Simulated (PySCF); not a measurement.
Compound: C2H5P2 (charge -1).
Bonds: C1–C2 (double), C2–P3, P3–P4. Hydrogens: H5, H6 on C1; H7 on C2; H8, H9 on P4.

Torsions of this conformer, `[CH2:1]=[CH:2][P-:3][PH2:4]`: C1–C2–P3–P4 180°, H–P4–P3–C2 -135°, H–P4–P3–C2 134°.

The closed-shell ground state was solved at several levels (PySCF, density fitting, gas phase, non-relativistic). The structure is a single GFN2-xTB conformer in the gas phase; no vibrational or solvent corrections. Where the HOMO energy is positive, the finite basis confines the outermost electrons. No diffuse functions stand in pcSseg-1, which bears on an anion's orbital energies.

```tsv
level	basis functions	total energy (Eh)	HOMO (eV)	LUMO (eV)	gap (eV)
PBE0/pcSseg-1	107	-761.5207	0.34	5.42	5.08
CAM-B3LYP/def2-SVPD	128	-761.6136	-0.84	5.46	6.30
```

Problem. What might PBE0/def2-SVPD (128 basis functions) give for the same quantities?

Solution. Total energy -761.3002 Eh, HOMO 0.23 eV, LUMO 4.83 eV, gap 4.60 eV.

Problem. Over all these levels, which gives the widest orbital gap and which the narrowest?

Solution. CAM-B3LYP/def2-SVPD (range-separated hybrid) has the widest, 6.30 eV, and PBE0/def2-SVPD (global hybrid, 25 % exact exchange) the narrowest, 4.60 eV. The two share the basis. From the narrowest to the widest the HOMO moves by -1.07 eV and the LUMO by +0.63 eV.
